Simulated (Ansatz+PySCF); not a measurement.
Values are calculated unless marked as measured or tabulated.
# Several solutions for triplet HO₂F

```xyz
4

O     0.0000    0.0000   -0.8912
O     0.0000    0.0000    0.8912
H    30.0000    0.0000   -1.8220
F    30.0000    0.0000    0.2024
```

Basis set: 6-31G (spherical functions). Charge 0, multiplicity 3.

UHF was run from several starts with Ansatz (development build ahead of 0.2.0) and PySCF 2.14.0.

```tsv
run	program	start	converged	energy (hartree)	<S²>
A	PySCF	guess 1e, instabilities followed	yes	-249.36899	3.69
B	Ansatz	stability test followed	yes	-249.36899	3.69
C	PySCF	guess minao, instabilities followed	yes	-249.36899	3.69
D	Ansatz	atomic start, no search	yes	-249.36899	3.69
E	Ansatz	search for the lowest state	yes	-249.39312	3.80
F	PySCF	guess atom, instabilities followed	yes	-249.36899	3.69
G	PySCF	guess huckel, instabilities followed	yes	-249.36899	3.69
H	PySCF	program defaults	yes	-249.08222	2.05
```

Which runs reached the lowest solution of this kind, and what is wrong with the others?

E reached the lowest solution found. Converged but too high: A by 0.66 eV, B by 0.66 eV, C by 0.66 eV, D by 0.66 eV, F by 0.66 eV, G by 0.66 eV, H by 8.46 eV. Convergence only shows a stationary point, and even a stable one can lie too high; stability tests and further starts are what find lower ones. Caution: the unrestricted determinant is a mixture of spin states.
